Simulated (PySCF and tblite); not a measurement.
C3H7NO, numbered as in [CH3:1][NH:2][C:3]([CH3:4])=[O:5].

Level: PBE0-D3(BJ)/def2-SVP (IEF-PCM, chloroform)//GFN2-xTB, thermal terms from GFN2-xTB, symmetry numbers and mirror pairs counted. Conformers within 3 kcal/mol (GFN2-xTB free energy) were kept, 10 at most. GIAO shieldings: mPW1PW91/pcSseg-1 (IEF-PCM, chloroform). Shifts are against TMS (¹H), TMS (¹³C) at the same level. Programs: PySCF with density fitting and tblite.

Torsions listed: C1–N2–C3–O5.

```
conformer  shape  weight %  dipole D
        1     0°     100.0      4.58
```

(1) How do the computed shifts compare with measured ones?

Results:

(1) 
| nucleus | signal | leading conformer | average | measured | medium |
| --- | --- | --- | --- | --- | --- |
| ¹H | H1 | 3.08 | 3.08 | 2.79 | not stated per compound (mostly CDCl3 or CCl4) |
| ¹³C | C1 | 27.1 | 27.1 | 26.1 | not stated per compound (mostly CDCl3 or CCl4) |

Measured values: Pretsch, Buehlmann, Badertscher, Structure Determination of Organic Compounds, 4th ed. (2009).  The computed shifts are unscaled and lack vibrational corrections.
